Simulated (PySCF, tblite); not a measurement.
# C4H4N2: protonation, part 2 of 2

tblite 0.8.0 and PySCF 2.14.0. Atoms count from 0. Earlier steps stand in the parts before.

### 14 Single point (C₄H₅N₂+): TPSS-D3(BJ)/def2-TZVP

Geometry: PBE0-D3(BJ)/def2-SVP.

The job: settings as JSON, then the geometry in Å.

```
{"job": {"kind": "sp", "xc": "TPSS", "basis": "def2-TZVP", "d3": "d3bj", "grid": 4, "scf": {"diis_space": 4}}, "charge": 1, "multiplicity": 1}
C      0.670712     0.799870     0.070669
C     -0.714363     0.788048     0.059033
C     -1.342836    -0.451610    -0.037532
N     -0.582212    -1.543195    -0.112791
N      0.723227    -1.585021    -0.105002
C      1.351309    -0.428508    -0.014379
H      1.232238     1.734474     0.142796
H     -1.308827     1.701609     0.121091
H     -2.425253    -0.597085    -0.056178
H      2.442759    -0.490368    -0.009965
H     -1.022832    -2.465378    -0.184563
```

The log of the run:

```text
final grid: 248728 points
cycle   1  E = -264.7681659575  dE =  1.166e+00  |g| = 4.097e-01  |ddm| = 2.725e+00
cycle   2  E = -264.5809757627  dE =  1.872e-01  |g| = 9.449e-01  |ddm| = 1.048e+00
cycle   3  E = -264.8061370249  dE = -2.252e-01  |g| = 1.244e-01  |ddm| = 6.179e-01
cycle   4  E = -264.8078411662  dE = -1.704e-03  |g| = 9.781e-02  |ddm| = 1.447e-01
cycle   5  E = -264.8098911287  dE = -2.050e-03  |g| = 1.954e-02  |ddm| = 6.543e-02
cycle   6  E = -264.8099202989  dE = -2.917e-05  |g| = 1.377e-02  |ddm| = 1.721e-02
cycle   7  E = -264.8099693330  dE = -4.903e-05  |g| = 3.530e-03  |ddm| = 1.026e-02
cycle   8  E = -264.8099604283  dE =  8.905e-06  |g| = 7.021e-03  |ddm| = 6.062e-03
cycle   9  E = -264.8099725770  dE = -1.215e-05  |g| = 8.938e-04  |ddm| = 4.381e-03
cycle  10  E = -264.8099726228  dE = -4.580e-08  |g| = 8.351e-04  |ddm| = 1.105e-03
cycle  11  E = -264.8099727080  dE = -8.517e-08  |g| = 5.553e-04  |ddm| = 6.398e-04
cycle  12  E = -264.8099727223  dE = -1.428e-08  |g| = 4.446e-04  |ddm| = 5.729e-04
cycle  13  E = -264.8099727785  dE = -5.626e-08  |g| = 1.005e-04  |ddm| = 3.418e-04
cycle  14  E = -264.8099727734  dE =  5.113e-09  |g| = 1.733e-04  |ddm| = 1.654e-04
cycle  15  E = -264.8099727803  dE = -6.895e-09  |g| = 5.209e-05  |ddm| = 1.362e-04
converged SCF energy = -264.8099727803
```

Wall time 85 s (1 thread of Arm Neoverse V2, shared host); peak memory 0.5 GiB.

### 15 Protonation: TPSS-D3(BJ)/def2-TZVP

This step combines the energies above: geometries from PBE0-D3(BJ)/def2-SVP, zero-point and thermal terms from PBE0-D3(BJ)/def2-SVP.

The job: settings as JSON, then the geometry in Å.

```
{"job": {"kind": "pa", "geom": {"xc": "PBE0", "basis": "def2-SVP", "d3": "d3bj", "grid": 1}, "hess": 1, "level": {"xc": "TPSS", "basis": "def2-TZVP", "d3": "d3bj", "grid": 4, "scf": {"diis_space": 4}}}, "charge": 0, "multiplicity": 1}
C      0.676470     0.824346     0.067352
C     -0.706570     0.796618     0.050176
C     -1.308491    -0.459665    -0.054816
N     -0.622609    -1.595404    -0.136983
N      0.693003    -1.569027    -0.120416
C      1.330626    -0.406797    -0.021913
H      1.239973     1.756868     0.145746
H     -1.308752     1.705779     0.114046
H     -2.397372    -0.568386    -0.074977
H      2.423149    -0.471811    -0.014780
```

Output (the driver's rows laid out field by field):

```text
protonation site by site, TPSS-D3(BJ)/def2-TZVP // PBE0-D3(BJ)/def2-SVP

row 1
  formula                 C4H5N2
  charge                  1
  multiplicity            1
  smiles                  c1cc[nH+]nc1
  kept                    yes
  pieces                  1
  point_group             Cs
  atom                    3
  element                 N
  electronic              961.15
  enthalpy                929.41
  free_energy             898.88
  share_gas               1.0
```

Wall time 2.5 min (1 thread of Arm Neoverse V2, shared host); peak memory 0.5 GiB.

Energy given off on adding a proton (kJ/mol, gas phase, 298 K for the thermal columns):

```tsv
site	product	electronic	enthalpy	free energy
N3	c1cc[nH+]nc1	961.1	929.4	898.9
```

### 16 Single point (C₄H₄N₂): B97-2/ma-def2-SVP

Geometry: PBE0-D3(BJ)/def2-SVP.

The job, as its differences from that of step 15:

```diff
@@ -1,2 +1,2 @@
-{"job": {"kind": "pa", "geom": {"xc": "PBE0", "basis": "def2-SVP", "d3": "d3bj", "grid": 1}, "hess": 1, "level": {"xc": "TPSS", "basis": "def2-TZVP", "d3": "d3bj", "grid": 4, "scf": {"diis_space": 4}}}, "charge": 0, "multiplicity": 1}
+{"job": {"kind": "sp", "xc": "B97-2", "basis": "ma-def2-SVP", "grid": 4}, "charge": 0, "multiplicity": 1}
 C      0.676470     0.824346     0.067352
```

The log of the run:

```text
coarse grid: 8952 points
cycle   1  E = -263.9688874574  dE =  9.430e-01  |g| = 2.416e-01  |ddm| = 4.684e+00
cycle   2  E = -263.9776157607  dE = -8.728e-03  |g| = 1.641e-01  |ddm| = 1.964e+00
cycle   3  E = -263.9821133708  dE = -4.498e-03  |g| = 1.040e-01  |ddm| = 6.317e-01
cycle   4  E = -263.9844589604  dE = -2.346e-03  |g| = 2.683e-02  |ddm| = 1.640e-01
cycle   5  E = -263.9846368913  dE = -1.779e-04  |g| = 7.959e-03  |ddm| = 5.988e-02
cycle   6  E = -263.9846536413  dE = -1.675e-05  |g| = 2.117e-03  |ddm| = 1.870e-02
cycle   7  E = -263.9846548265  dE = -1.185e-06  |g| = 1.913e-04  |ddm| = 7.439e-03
final grid: 233016 points
cycle   8  E = -264.0069731381  dE = -2.056e-05  |g| = 9.800e-04  |ddm| = 1.464e-01
cycle   9  E = -264.0069732337  dE = -9.554e-08  |g| = 8.128e-04  |ddm| = 8.073e-03
cycle  10  E = -264.0069733656  dE = -1.320e-07  |g| = 3.767e-04  |ddm| = 1.832e-03
cycle  11  E = -264.0069734000  dE = -3.442e-08  |g| = 1.638e-04  |ddm| = 7.628e-04
cycle  12  E = -264.0069734065  dE = -6.474e-09  |g| = 3.975e-05  |ddm| = 2.840e-04
converged SCF energy = -264.0069734065
```

It took 8.3 s on 1 thread of Arm Neoverse V2, shared host; peak memory 0.56 GiB.

### 17 Single point (C4H5N2+): B97-2/ma-def2-SVP

Geometry: PBE0-D3(BJ)/def2-SVP.

The job: settings as JSON, then the geometry in Å.

```
{"job": {"kind": "sp", "xc": "B97-2", "basis": "ma-def2-SVP", "grid": 4}, "charge": 1, "multiplicity": 1}
C      0.670712     0.799870     0.070669
C     -0.714363     0.788048     0.059033
C     -1.342836    -0.451610    -0.037532
N     -0.582212    -1.543195    -0.112791
N      0.723227    -1.585021    -0.105002
C      1.351309    -0.428508    -0.014379
H      1.232238     1.734474     0.142796
H     -1.308827     1.701609     0.121091
H     -2.425253    -0.597085    -0.056178
H      2.442759    -0.490368    -0.009965
H     -1.022832    -2.465378    -0.184563
```

The log of the run:

```text
coarse grid: 9568 points
cycle   1  E = -264.3127479184  dE =  1.328e+00  |g| = 3.834e-01  |ddm| = 4.877e+00
cycle   2  E = -264.2457435297  dE =  6.700e-02  |g| = 6.598e-01  |ddm| = 2.042e+00
cycle   3  E = -264.3506244769  dE = -1.049e-01  |g| = 7.591e-02  |ddm| = 8.386e-01
cycle   4  E = -264.3514838381  dE = -8.594e-04  |g| = 5.018e-02  |ddm| = 3.616e-01
cycle   5  E = -264.3520646827  dE = -5.808e-04  |g| = 1.260e-02  |ddm| = 1.036e-01
cycle   6  E = -264.3520939735  dE = -2.929e-05  |g| = 4.185e-03  |ddm| = 2.184e-02
cycle   7  E = -264.3520981204  dE = -4.147e-06  |g| = 1.578e-03  |ddm| = 7.463e-03
final grid: 248728 points
cycle   8  E = -264.3730939443  dE = -2.172e-05  |g| = 3.072e-03  |ddm| = 1.617e-01
cycle   9  E = -264.3730878761  dE =  6.068e-06  |g| = 5.511e-03  |ddm| = 1.359e-02
cycle  10  E = -264.3730965242  dE = -8.648e-06  |g| = 5.901e-04  |ddm| = 7.191e-03
cycle  11  E = -264.3730965961  dE = -7.191e-08  |g| = 1.948e-04  |ddm| = 1.005e-03
cycle  12  E = -264.3730966034  dE = -7.358e-09  |g| = 8.542e-05  |ddm| = 5.018e-04
converged SCF energy = -264.3730966034
```

It took 9.2 s on 1 thread of Arm Neoverse V2, shared host; peak memory 0.57 GiB.

### 18 Protonation: B97-2/ma-def2-SVP

This step combines the energies above: geometries from PBE0-D3(BJ)/def2-SVP, zero-point and thermal terms from PBE0-D3(BJ)/def2-SVP.

The job: settings as JSON, then the geometry in Å.

```
{"job": {"kind": "pa", "geom": {"xc": "PBE0", "basis": "def2-SVP", "d3": "d3bj", "grid": 1}, "hess": 1, "level": {"xc": "B97-2", "basis": "ma-def2-SVP", "grid": 4}}, "charge": 0, "multiplicity": 1}
C      0.676470     0.824346     0.067352
C     -0.706570     0.796618     0.050176
C     -1.308491    -0.459665    -0.054816
N     -0.622609    -1.595404    -0.136983
N      0.693003    -1.569027    -0.120416
C      1.330626    -0.406797    -0.021913
H      1.239973     1.756868     0.145746
H     -1.308752     1.705779     0.114046
H     -2.397372    -0.568386    -0.074977
H      2.423149    -0.471811    -0.014780
```

Output (the driver's rows laid out field by field):

```text
protonation site by site, B97-2/ma-def2-SVP // PBE0-D3(BJ)/def2-SVP

row 1
  formula                 C4H5N2
  charge                  1
  multiplicity            1
  smiles                  c1cc[nH+]nc1
  kept                    yes
  pieces                  1
  point_group             Cs
  atom                    3
  element                 N
  electronic              961.26
  enthalpy                929.52
  free_energy             898.98
  share_gas               1.0
```

It took 18 s on 1 thread of Arm Neoverse V2, shared host; peak memory 0.57 GiB.

Energy given off on adding a proton (kJ/mol, gas phase, 298 K for the thermal columns):

```tsv
site	product	electronic	enthalpy	free energy
N3	c1cc[nH+]nc1	961.3	929.5	899.0
```

### 19 Results

What follows sums up all 2 parts.

```
                                          quantity                 value
         strongest single infrared mode (GFN2-xTB)  3078 cm⁻¹, 65 km/mol
                      zero-point energy (GFN2-xTB)         46.0 kcal/mol
                                       point group                   C2v
              rotational constants (main isotopes)  6.28, 6.01, 3.07 GHz
proton affinity (−ΔH), N3 (wB97X-D3(BJ)/def2-TZVP)          927.2 kJ/mol
 proton affinity (−ΔH), N3 (TPSS-D3(BJ)/def2-TZVP)          929.4 kJ/mol
     proton affinity (−ΔH), N3 (B97-2/ma-def2-SVP)          929.5 kJ/mol
```

**Reading.** All 24 modes are real, so the xTB geometry is a minimum. The strongest single mode, at 3078 cm⁻¹, has its largest shares on H6, H7, H9 and H8 (the list is cut at 4 atoms). Unscaled tight-binding wavenumbers are off by several per cent, some by more. Its intensities can rank the bands wrongly. Over 2 steps the energy fell by 0.030 eV; of the close pairs, N3–N4 changed most, 1.298 to 1.316 Å (PBE0/def2-SVP). The proton affinity (−ΔH) at N3 is 927.2 kJ/mol at wB97X-D3(BJ)/def2-TZVP; zero-point and thermal terms move it by -31.8 kJ/mol from the electronic value.
